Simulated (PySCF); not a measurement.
Compound: [WOF5]2-, F₅OW (charge -2 and doublet state).
Bonds: O1–W2 (double), W2–F3, W2–F4, W2–F5, W2–F6, W2–F7.

Method used: PySCF, PBE0-D3(BJ)/def2-SVP geometry optimisation, gas phase, def2 core potentials past Kr.

(1) How far are the bound atoms from W2?

(2) List the angles at W2.

(3) What is the shape at W2?

(4) What are the rotational constants (commonest isotopes, rigid rotor)?

Answers

(1) 6 atoms: O1 1.739 Å, F5 1.980 Å, F7 1.980 Å, F4 1.981 Å, F3 1.981 Å, F6 2.011 Å.

(2) 
```tsv
angle	degrees	distance of the outer atoms (Å)
O1–W2–F6	179.7	3.75
F3–W2–F7	168.6	3.94
F4–W2–F5	168.4	3.94
O1–W2–F3	95.9	2.77
O1–W2–F4	95.8	2.76
O1–W2–F5	95.8	2.76
O1–W2–F7	95.5	2.76
F5–W2–F7	89.6	2.79
F3–W2–F4	89.5	2.79
F4–W2–F7	89.3	2.78
F3–W2–F5	89.3	2.78
F4–W2–F6	84.4	2.68
F3–W2–F6	84.3	2.68
F6–W2–F7	84.2	2.68
F5–W2–F6	84.0	2.67
```

(3) Distorted octahedral: the three widest angles are 179.7°, 168.6° and 168.4°, the others run from 84.0° to 95.9°. The W–F distances aren't all alike: 1.980 to 2.011 Å.

(4) A = 1849, B = 1846, C = 1713 MHz: an oblate symmetric top.

Point group: C4v (every atom within 0.08 Å of its image). Charge -2, doublet. ⟨S²⟩ = 0.755 (exact for a doublet: 0.75). Whether so highly charged an anion holds all its electrons in the gas phase wasn't checked; a finite basis holds them in any case. No counter-ion or solvent screens the charge of this multiply charged ion. The geometry's basis has no diffuse functions, a weakness for an anion. Stationary, but not proved a minimum.

On one thread of an Arm Neoverse V1, shared host with 32 logical CPUs at a one-minute load of 12, this took 2.1 min of wall time and 0.54 GiB of memory at its peak. These figures are those of the optimisation.
